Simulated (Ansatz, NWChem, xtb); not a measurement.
**How methods differ on CF4 (tetrafluoromethane)**

The species is CF4 (5 atoms), meant as a singlet with charge 0. SMILES: `FC(F)(F)F`. Geometry: relaxed at PBE0-D4/def2-TZVP.

Quantity: the vertical energy of the triplet above the singlet, in eV. The values are calculated.

```json
{"level": "GFN2-xTB", "kind": "semi-empirical", "program": "xtb", "value (eV)": "17.88", "CPU time (all runs)": "under 2 s"}
{"level": "HF/aug-cc-pVDZ", "kind": "Hartree–Fock", "program": "Ansatz", "value (eV)": "12.43", "CPU time (all runs)": "78 s"}
{"level": "PBE/aug-cc-pVDZ", "kind": "GGA", "program": "Ansatz", "value (eV)": "10.80", "CPU time (all runs)": "59 s"}
{"level": "revPBE/aug-cc-pVDZ", "kind": "GGA", "program": "Ansatz", "value (eV)": "10.81", "CPU time (all runs)": "68 s"}
{"level": "B3LYP/aug-cc-pVDZ", "kind": "global hybrid", "program": "Ansatz", "value (eV)": "11.76", "CPU time (all runs)": "57 s"}
{"level": "wB97X/aug-cc-pVDZ", "kind": "range-separated hybrid", "program": "NWChem", "value (eV)": "12.80", "CPU time (all runs)": "11 min"}
{"level": "B2PLYP/aug-cc-pVDZ", "kind": "double hybrid", "program": "NWChem", "value (eV)": "12.17", "CPU time (all runs)": "1.9 min"}
{"level": "RPA@PBE/aug-cc-pVDZ", "kind": "RPA", "program": "Ansatz", "value (eV)": "11.10", "CPU time (all runs)": "1.8 min"}
{"level": "MP2/aug-cc-pVDZ", "kind": "perturbation theory", "program": "Ansatz", "value (eV)": "13.53", "CPU time (all runs)": "3.4 min"}
{"level": "CCSD(T)/aug-cc-pVDZ", "kind": "coupled cluster or CI", "program": "Ansatz", "value (eV)": "12.80", "CPU time (all runs)": "18 min"}
```

The values span 10.80 to 17.88 eV. The xTB rows lack spin polarisation, so open shells miss the exchange term that lowers them. The coupled-cluster rows rest on a doubtful reference here (large T1 or Brueckner and Hartree–Fock orbitals at odds), and rows may lie in different states. CPU times are rough (shared hosts, several kinds of processor): they show what a rung costs within a factor of a few.
